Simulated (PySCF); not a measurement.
NO⁺ at RHF-CCSD(T)

Level: RHF-CCSD(T). N def2-TZVPPD, O def2-TZVPPD; no relativity (PySCF 2.14).

For NO⁺, the state is ¹Σ⁺ (singlet), closed shell and the bond length is 0.1068 nm. The harmonic wavenumber is 2362 cm⁻¹. The force constant is 24.5 mdyn/Å. The rotational constant Be is 1.979 cm⁻¹ and the anharmonicity ωexe is 16.1 cm⁻¹. The vibration–rotation constant αe is 0.0187 cm⁻¹, the well depth De to N + O⁺ is 10.48 eV and the dissociation energy D0 is 10.33 eV.

Correlated steps freeze 2 core orbitals. For an ion De counts to the pair picked by the measured ionisation energies or electron affinities, which need not be the lowest pair at this level. Where the molecule has an RHF reference, its open-shell atoms are computed with UHF.
